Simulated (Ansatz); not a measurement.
CN (SMILES [C]#N): where methods fail along a bond

The species is CN (2 atoms), meant as a doublet with charge 0. As SMILES, `[C]#N`. The coordinates come from a PBE0-D4/def2-TZVP relaxation.

```xyz
2

C     0.4956   -0.1604    0.2552
N    -0.4956    0.1604   -0.2552
```

The C1–N2 distance is scanned; the parts on either side stay rigid. Basis 3-21G, 2 core orbitals frozen in the correlated methods; program Ansatz 0.2.0. FCI is exact within this basis and core. Energies in eV from each method's value at 1.160 Å; open shells run as named. The shape above is that at 1.160 Å.

```json
{"distance (Å)": "1.160", "USVWN5": "0.00", "UBLYP": "0.00", "UB2PLYP": "0.00", "UMP2": "0.00", "UCCSD(T)": "0.00"}
{"distance (Å)": "1.450", "USVWN5": "2.01", "UBLYP": "1.74", "UB2PLYP": "2.32", "UMP2": "2.54", "UCCSD(T)": "1.66"}
{"distance (Å)": "1.740", "USVWN5": "4.73", "UBLYP": "4.08", "UB2PLYP": "4.55", "UMP2": "4.90", "UCCSD(T)": "4.35"}
{"distance (Å)": "2.320", "USVWN5": "7.57", "UBLYP": "6.60", "UB2PLYP": "6.36", "UMP2": "5.43", "UCCSD(T)": "6.10"}
{"distance (Å)": "2.900", "USVWN5": "8.46", "UBLYP": "7.37", "UB2PLYP": "6.62", "UMP2": "5.44", "UCCSD(T)": "6.16"}
```

**Question.** Estimate the FCI curve, and say how far off each method is.

**Answer.** 
| distance (Å) | FCI |
| --- | --- |
| 1.160 | 0.00 |
| 1.450 | 1.48 |
| 1.740 | 3.97 |
| 2.320 | 5.88 |
| 2.900 | 6.21 |

Departure from the FCI curve at its largest: USVWN5 +2.25 eV at 2.90 Å; UBLYP +1.17 eV at 2.90 Å; UB2PLYP +0.84 eV at 1.45 Å; UMP2 +1.06 eV at 1.45 Å; UCCSD(T) +0.38 eV at 1.74 Å. For the functionals part of the departure is owed to the small basis.
